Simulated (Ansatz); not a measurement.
Input for Ansatz (development build ahead of 0.2.0):

```yaml
crystal:
  periodic: [false, false, false]
  atoms:
    - { symbol: Li, position_ang: [1.68, 0.0, 0.0] }
    - { symbol: Li, position_ang: [-0.84, 1.4549, 0.0] }
    - { symbol: Li, position_ang: [-0.84, -1.4549, 0.0] }
basis:
  gaussian: { orbitals: pcseg-2 }
magnetization:
  spin_polarized: true
  initial_magnetization: 1
hamiltonian:
  xc: hf
```

The input is written out in the form of the current development build from the run's settings.

Results

```
Converged                       : yes
Total energy                    : -22.30988 hartree
Spin squared of the determinant : 1.228
Stability test                  : minimum
```

Caution: the unrestricted determinant is spin contaminated.
